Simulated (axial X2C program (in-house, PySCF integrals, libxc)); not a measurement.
**All-electron X2C curves of SMg⁺**

What are the state, bond length, wavenumber and bond energy of SMg⁺, and what does spin–orbit coupling change?

Method: all-electron X2C, S dyall-av3z, Mg dyall-cv3z; program: an in-house X2C program for linear molecules on PySCF integrals.

All values are calculated.

## 1. Input

task.json reads:

```json
{"zs": [16, 12], "q": 1, "bas": ["dyall-av3z", "dyall-cv3z"], "levels": ["PBE0", "HF", "M06"], "cc": true, "r0": 2.26, "thr": -2.0, "nmax": 90, "npts": 10, "nst": 2, "ntry": 6}
```

Keys: zs atomic numbers; q charge; bas basis sets; levels methods (HF also brings MP2); cc coupled cluster on or off; r0 starting distance in Å; thr threshold in hartree for freezing inner shells (an s shell follows its p shell); nmax most natural virtual spinors; npts points asked for on the curve; nst determinants followed; ntry starts of the search.

Command:

```
$ python so2c.py task.json out
```

Spin-free means the one-electron spin-free X2C Hamiltonian; two-component (2c) means X2C with spin–orbit coupling and atomic mean-field two-electron Coulomb and Gaunt terms. Basis: S dyall-av3z contracted to [9s8p3d2f], Mg dyall-cv3z contracted to [9s8p6d3f]; Gaussian nuclei, density fitting. Masses: S 31.972 u, Mg 23.985 u.

Notation: σ, π±, δ± give the projection m of an orbital's angular momentum (0, ±1, ±2), α and β its spin, Λ and M_S the sums; ω is the projection of a spinor's total angular momentum and Ω the sum. Logs are in hartree.

The results follow Hamiltonian by Hamiltonian and level by level.

## 2. Search for the lowest determinant

Determinants are compared with PBE0 at 2.260 Å.

Spin-free determinants:

| ΔE (eV) | state | open shells |
| --- | --- | --- |
| 0.00 | M_S = 1/2, Λ = 1 | beyond closed shells: π+α, π+β, π-α |
| 1.63 | M_S = 3/2, Λ = 0 | beyond closed shells: σα, π+α, π-α |
| 1.69 | M_S = 1/2, Λ = 0 | beyond closed shells: σα |
| 1.72 | M_S = 1/2, Λ = 0 | beyond closed shells: σβ, π+α, π-α |
| 2.95 | M_S = 1/2, Λ = 2 | beyond closed shells: σα, π+α, π+β |
| 2.95 | M_S = 1/2, Λ = 0 | beyond closed shells: σα, π+β, π-α |

Two-component determinants:

| ΔE (eV) | state | open shells |
| --- | --- | --- |
| 0.00 | Ω = 3/2 | excess of +ω over −ω: ω = 3/2 |
| 0.05 | Ω = 1/2 | excess of +ω over −ω: ω = 1/2 |
| 1.74 | Ω = 1/2 | excess of +ω over −ω: 2 × ω = -1/2, ω = 3/2 |
| 2.92 | Ω = 1/2 | excess of +ω over −ω: ω = 1/2 |
| 2.97 | Ω = 5/2 | excess of +ω over −ω: 2 × ω = 1/2, ω = 3/2 |
| 4.73 | Ω = 5/2 | excess of +ω over −ω: ω = -1/2, 2 × ω = 3/2 |
| 6.07 | Ω = 7/2 | excess of +ω over −ω: ω = 1/2, 2 × ω = 3/2 |

## 3. PBE0, spin-free

State followed: M_S = 1/2, Λ = 1 (beyond closed shells: π+α, π+β, π-α). The scan is laid around 2.244 Å, a first estimate of the minimum, and this SCF restarts from the orbitals of the search.

Output at 2.244 Å:

```text
spin-free X2C-1e  PBE0
basis functions 146  fitting functions 625  grid points 4360
iter        total energy     max residual
   1       -598.842771345     9.37e-01
   2       -599.152838288     7.35e-03
   3       -599.152293338     5.34e-03
   4       -599.153718797     1.00e-03
   5       -599.153746323     2.04e-04
   6       -599.153747564     2.56e-05
   7       -599.153747578     7.79e-06
   8       -599.153747580     1.56e-06
converged
one-electron -915.22348627  Coulomb 312.65885043  exact exchange -10.25028310  xc functional -31.61602315  nuclear repulsion 45.27719452
```

Along the bond, energies from the lowest point:

```
R (Å)  E (eV)  μ (D)  HOMO (eV)  LUMO (eV)  iterations
1.952  0.7125   7.89     -12.79     -10.27          11
2.042  0.2936   8.19     -12.56     -10.05          11
2.109  0.1146   8.40     -12.40      -9.90          11
2.177  0.0233   8.60     -12.26      -9.76          12
2.244  0.0000   8.79     -12.13      -9.63           8
2.322  0.0374   8.98     -11.99      -9.49          12
2.401  0.1256   9.16     -11.87      -9.37          12
2.502  0.2895   9.34     -11.74      -9.40          12
2.626  0.5334   9.48     -11.62      -9.50          13
2.805  0.9082   9.36     -11.55      -9.58          14
```

Dipoles are positive if Mg is the positive end and refer to the centre of mass.

Outer orbitals at the reference distance:

| symmetry | occupied | ε (eV) | atomic character |
| --- | --- | --- | --- |
| σα | yes | -24.52 | 79% S s, 9% Mg p, 6% Mg d |
| σβ | yes | -23.18 | 78% S s, 9% Mg p, 6% Mg d |
| σα | yes | -14.13 | 73% S p, 18% Mg s, 4% S s |
| σβ | yes | -13.74 | 70% S p, 21% Mg s, 4% S s |
| π+α | yes | -13.24 | 88% S p, 5% Mg p, 5% Mg d |
| π-α | yes | -13.24 | 88% S p, 5% Mg p, 5% Mg d |
| π+β | yes | -12.13 | 86% S p, 7% Mg p, 5% Mg d |
| π-β | no | -9.63 | 83% S p, 10% Mg p, 5% Mg d |
| σα | no | -9.15 | 49% Mg s, 29% Mg p, 14% S p |
| σβ | no | -9.14 | 45% Mg s, 31% Mg p, 16% S p |
| π+α | no | -5.80 | 78% Mg p, 10% S d, 6% S p |

PBE0 fields in the half plane through the axis: z from -2.4 to 4.5 Å across, distance from the axis 0.15 to 2.25 Å upwards; S lies at z = 0 and Mg at z = 2.244 Å; the ELF is damped to zero where the density is low.

log10 density (e/bohr³). Ten even steps from '0' (-5.32 ) to '9' (1.22 ):
```
011222333333332222211000
012233334443333332221100
112334444444444333322110
123344555555444443332211
223445566655555444433221
233455666666555665433221
234456677766666776543321
234556789876667997643321
```

ELF. Ten even steps from ' ' (0.00 ) to '@' (0.89 ):
```
                ..                              
          ..::::::::::::::::::::::..            
        ::--++++++++======++++==--::::          
      ::==**##%%%%##******##++::......::        
    ..==**%%@@@@@@@@%%%%%%**..          ..      
    ::++%%@@@@@@%%%%@@@@%%::  ..::      ....    
    --**%%@@@@......%%@@%%  --@@@@**      ..    
  ..--##@@@@==**%%**--@@##  %%####@@::    ..    
```

Re = 2.238 Å, ωe = 482 cm⁻¹, ωexe = 2.13 cm⁻¹, Be = 0.2457 cm⁻¹, De = 1.97 eV, μ = 8.77 D.

## 4. HF, spin-free

The SCF at the reference distance of 2.244 Å:

```text
spin-free X2C-1e  HF
basis functions 146  fitting functions 625  grid points 4360
iter        total energy     max residual
   1       -598.288573735     6.31e-02
   2       -598.300421426     3.05e-03
   3       -598.300886042     1.03e-03
   4       -598.300965582     6.07e-04
   5       -598.300988276     2.63e-04
   6       -598.300992494     1.58e-04
   7       -598.300994519     7.30e-05
   8       -598.300995209     6.64e-05
   9       -598.300995836     4.27e-05
  10       -598.300996192     1.54e-05
  11       -598.300996244     5.22e-06
  12       -598.300996248     1.61e-06
  13       -598.300996248     5.15e-07
converged
one-electron -915.20868695  Coulomb 312.69622158  exact exchange -41.06572539  xc functional 0.00000000  nuclear repulsion 45.27719452
```

No constants are quoted: the solution changes its character somewhere along the scan, so the fit is set aside.

## 5. M06, spin-free

Output at 2.244 Å:

```text
spin-free X2C-1e  M06
basis functions 146  fitting functions 625  grid points 4360
iter        total energy     max residual
   1       -599.375778546     2.41e-02
   2       -599.378472374     3.51e-03
   3       -599.378329087     3.81e-03
   4       -599.378956726     4.73e-04
   5       -599.378962387     1.13e-04
   6       -599.378962901     5.74e-05
   7       -599.378963012     7.49e-06
   8       -599.378963015     3.25e-06
   9       -599.378963016     7.18e-07
converged
one-electron -915.48051768  Coulomb 312.94166687  exact exchange -11.07715724  xc functional -31.04014948  nuclear repulsion 45.27719452
```

Re = 2.224 Å, ωe = 499 cm⁻¹, ωexe = 2.02 cm⁻¹, Be = 0.2488 cm⁻¹, De = 2.24 eV, μ = 9.27 D.

## 6. MP2 and beyond, spin-free

Correlated methods: 7 electrons correlated (frozen shells, counted by type: S 2 s, 1 p; Mg 2 s, 1 p), 243 virtual spinors in MP2, 90 natural virtuals in coupled cluster.

Output of the correlated part at 2.244 Å:

```text
correlated 7  virtual 243  natural virtual 90  E(MP2) -0.165623231  MP2 remainder -0.001175313
iter   CCSD correlation   residual
   1     -0.179576236   9.02e-02
   2     -0.184451590   3.51e-02
   3     -0.185398534   1.43e-02
   4     -0.185466203   6.71e-03
   5     -0.185493504   2.77e-03
   6     -0.185492852   1.17e-03
   7     -0.185496600   4.45e-04
   8     -0.185497564   1.71e-04
   9     -0.185496112   6.41e-05
  10     -0.185496508   2.29e-05
  11     -0.185496616   8.80e-06
  12     -0.185496710   3.07e-06
  13     -0.185496715   1.16e-06
(T) -0.008833162  T1 0.0190  D1 0.0319  max T2 0.070
```

T1 in the output is the amplitude norm over the root of the electron number; divide by √2 for the Lee–Taylor value.

MP2: No constants are quoted: the reference changes its character somewhere along the scan, so the fit is set aside.

CCSD: No constants are quoted: the reference changes its character somewhere along the scan, so the fit is set aside.

CCSD(T): No constants are quoted: the reference changes its character somewhere along the scan, so the fit is set aside.

## 7. A higher determinant, spin-free

State: M_S = 3/2, Λ = 0 (beyond closed shells: σα, π+α, π-α).

Output at the reference distance:

```text
spin-free X2C-1e  PBE0
basis functions 146  fitting functions 625  grid points 4360
iter        total energy     max residual
   1       -598.753373338     1.02e+00
   2       -599.091349805     9.94e-03
   3       -599.091728055     2.04e-03
   4       -599.091820837     2.31e-04
   5       -599.091821144     3.74e-05
   6       -599.091821195     6.72e-06
   7       -599.091821197     2.24e-06
converged
one-electron -914.03416053  Coulomb 311.53608375  exact exchange -10.26099502  xc functional -31.60994391  nuclear repulsion 45.27719452
```

```
R (Å)  E above the lowest PBE0 point (eV)
1.952                               3.414
2.042                               2.667
2.109                               2.251
2.177                               1.930
2.244                               1.685
2.322                               1.474
2.401                               1.326
2.502                               1.204
2.626                               1.128
```

No constants are quoted: the lowest point is the long end of the scan.

## 8. The spin-free curves together

Energy (eV) of the followed determinant, spin-free, from each level's lowest point:

```
R (Å)   PBE0  HF (jumps)  MP2 (its reference jumps)  CCSD (its reference jumps)  CCSD(T) (its reference jumps)    M06
1.952  0.713       0.754                      0.785                         n/a                            n/a  0.667
2.042  0.294       0.311                      0.336                       0.333                          0.345  0.262
2.109  0.115       0.121                      0.138                       0.138                          0.146  0.093
2.177  0.023       0.024                      0.033                       0.034                          0.038  0.013
2.244  0.000       0.000                      0.000                       0.000                          0.000  0.000
2.322  0.037       0.039                      0.033                       0.028                          0.023  0.052
2.401  0.126       0.128                      0.147                       0.110                          0.103  0.155
2.502  0.289       0.253                      0.487                       0.287                          0.285  0.340
2.626  0.533       0.365                      0.868                         n/a                            n/a  0.613
2.805  0.908       0.482                      1.209                         n/a                            n/a  1.040
```

(Part 1 of 2 ends here.)
